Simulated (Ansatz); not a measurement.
Ansatz (an electronic-structure program) input (PBE/6-31G*):

Ansatz 0.2 input:
```yaml
crystal:
  periodic: [false, false, false]
  atoms:
    - {symbol: C, position_ang: [-0.02656740, -0.39643901, 0.74037214]}
    - {symbol: N, position_ang: [-0.04025319, 0.87186173, 0.00009760]}
    - {symbol: C, position_ang: [-0.04739019, -0.39723479, -0.73890413]}
    - {symbol: H, position_ang: [0.88684478, 1.28341918, -0.01317394]}
    - {symbol: H, position_ang: [-0.93332050, -0.60983971, 1.29271705]}
    - {symbol: H, position_ang: [-0.96932769, -0.61121579, -1.26527787]}
    - {symbol: H, position_ang: [0.88822522, -0.70100522, 1.23593203]}
    - {symbol: H, position_ang: [0.85309603, -0.70234775, -1.25968851]}
basis:
  gaussian:
    orbitals: 6-31G*
hamiltonian:
  xc: {name: PBE}
relax: {f_tol: 0.003, max_steps: 120}
```

From the output:

```
integrals: 0.01 GiB planned
734 factors; their error is unknown
mean field: 0.11 GiB planned
mean field evaluation 1: about -3633.1642 eV, gradient 5.1e1 eV
mean field evaluation 2: about -3624.8151 eV, gradient 7.9e1 eV
mean field evaluation 4: about -3639.3236 eV, gradient 4.9e0 eV
mean field evaluation 8: about -3639.3099 eV, gradient 4.4e-2 eV
mean field evaluation 16: about -3639.3099 eV, gradient 1.0e-5 eV
mean field -3639.30991892 eV, -133.7421727076 hartree, gradient 1.0e-5 eV, S^2 0.000000; 0 other end points of the search recorded, 0 dependent functions left out
the calculation of the forces begins
reference -3639.30993636 eV, -133.7421733485 hartree; 12, 12 occupied and 43, 43 virtual orbitals, 734 factors
relax step   1: F+E_penalty+E_count = -3639.30991892 eV  Δ(F+E_penalty+E_count) = +0.000e0 eV  max|allowed force component| = 6.889e-1 eV/Å  Δτ_max = 0.0000 Å  (27 SCF iters, accepted)
these checks for a lower state are left out or cut short: starts, cluster_reference, orbital_swaps, neighbouring_geometries, increment
integrals: 0.01 GiB planned
734 factors; their error is unknown
mean field: 0.11 GiB planned
mean field -3639.32942533 eV, -133.7428895548 hartree, gradient 1.4e-5 eV, S^2 0.000000; 0 other end points of the search recorded, 0 dependent functions left out
the calculation of the forces begins
reference -3639.32944277 eV, -133.7428901957 hartree; 12, 12 occupied and 43, 43 virtual orbitals, 734 factors
relax step   2: F+E_penalty+E_count = -3639.32942533 eV  Δ(F+E_penalty+E_count) = -1.951e-2 eV  max|allowed force component| = 2.346e-1 eV/Å  Δτ_max = 0.0121 Å  (31 SCF iters, accepted)
these checks for a lower state are left out or cut short: starts, cluster_reference, orbital_swaps, neighbouring_geometries, increment
integrals: 0.01 GiB planned
734 factors; their error is unknown
mean field: 0.11 GiB planned
mean field evaluation 32: about -3639.3320 eV, gradient 1.4e-5 eV
mean field -3639.33201496 eV, -133.7429847221 hartree, gradient 1.4e-5 eV, S^2 0.000000; 0 other end points of the search recorded, 0 dependent functions left out
the calculation of the forces begins
reference -3639.33203240 eV, -133.7429853629 hartree; 12, 12 occupied and 43, 43 virtual orbitals, 734 factors
relax step   3: F+E_penalty+E_count = -3639.33201496 eV  Δ(F+E_penalty+E_count) = -2.590e-3 eV  max|allowed force component| = 7.080e-2 eV/Å  Δτ_max = 0.0059 Å  (31 SCF iters, accepted)
these checks for a lower state are left out or cut short: starts, cluster_reference, orbital_swaps, neighbouring_geometries, increment
integrals: 0.01 GiB planned
734 factors; their error is unknown
mean field: 0.11 GiB planned
mean field -3639.33216273 eV, -133.7429901522 hartree, gradient 1.4e-5 eV, S^2 0.000000; 0 other end points of the search recorded, 0 dependent functions left out
the calculation of the forces begins
reference -3639.33218015 eV, -133.7429907924 hartree; 12, 12 occupied and 43, 43 virtual orbitals, 734 factors
relax step   4: F+E_penalty+E_count = -3639.33216273 eV  Δ(F+E_penalty+E_count) = -1.478e-4 eV  max|allowed force component| = 3.152e-2 eV/Å  Δτ_max = 0.0093 Å  (31 SCF iters, accepted)
these checks for a lower state are left out or cut short: starts, cluster_reference, orbital_swaps, neighbouring_geometries, increment
integrals: 0.01 GiB planned
734 factors; their error is unknown
mean field: 0.11 GiB planned
mean field -3639.33225066 eV, -133.7429933838 hartree, gradient 1.4e-5 eV, S^2 0.000000; 0 other end points of the search recorded, 0 dependent functions left out
the calculation of the forces begins
reference -3639.33226809 eV, -133.7429940243 hartree; 12, 12 occupied and 43, 43 virtual orbitals, 734 factors
relax step   5: F+E_penalty+E_count = -3639.33225066 eV  Δ(F+E_penalty+E_count) = -8.794e-5 eV  max|allowed force component| = 1.861e-2 eV/Å  Δτ_max = 0.0032 Å  (30 SCF iters, accepted)
these checks for a lower state are left out or cut short: starts, cluster_reference, orbital_swaps, neighbouring_geometries, increment
integrals: 0.01 GiB planned
734 factors; their error is unknown
mean field: 0.11 GiB planned
mean field -3639.33226106 eV, -133.7429937658 hartree, gradient 1.4e-5 eV, S^2 0.000000; 0 other end points of the search recorded, 0 dependent functions left out
the calculation of the forces begins
reference -3639.33227848 eV, -133.7429944062 hartree; 12, 12 occupied and 43, 43 virtual orbitals, 734 factors
relax step   6: F+E_penalty+E_count = -3639.33226106 eV  Δ(F+E_penalty+E_count) = -1.039e-5 eV  max|allowed force component| = 2.353e-3 eV/Å  Δτ_max = 0.0008 Å  (31 SCF iters, accepted)
integrals: 0.01 GiB planned
734 factors; their error is unknown
mean field: 0.11 GiB planned
mean field evaluation 64: about -3633.3552 eV, gradient 5.0e1 eV
mean field -3639.33226106 eV, -133.7429937658 hartree, gradient 1.4e-5 eV, S^2 0.000000; 1 other end points of the search recorded, 0 dependent functions left out
the calculation of the forces begins
reference -3639.33227848 eV, -133.7429944062 hartree; 12, 12 occupied and 43, 43 virtual orbitals, 734 factors
Total energy: -3639.33227848 eV, -133.7429944062 hartree
Atom 0 at    -0.026379    -0.394069     0.745425 Å, force    -0.000200     0.000892     0.002353 eV/Å
Atom 1 at    -0.051761     0.883876     0.000253 Å, force    -0.000929    -0.000299     0.000013 eV/Å
Atom 2 at    -0.047344    -0.394871    -0.743962 Å, force    -0.000266     0.000890    -0.002348 eV/Å
Atom 3 at     0.895991     1.284292    -0.013303 Å, force    -0.000202    -0.000200     0.000003 eV/Å
Atom 4 at    -0.941886    -0.613592     1.306714 Å, force     0.000556     0.000151    -0.001501 eV/Å
Atom 5 at    -0.978283    -0.614983    -1.279024 Å, force     0.000598     0.000152     0.001485 eV/Å
Atom 6 at     0.898216    -0.706050     1.247637 Å, force     0.000224    -0.000793     0.000178 eV/Å
Atom 7 at     0.862754    -0.707405    -1.271665 Å, force     0.000219    -0.000793    -0.000183 eV/Å
Dipole moment:     0.288327    -0.214246    -0.003943 e Å
```

The geometry given is a B3LYP-D3(BJ)/def2-TZVP minimum.
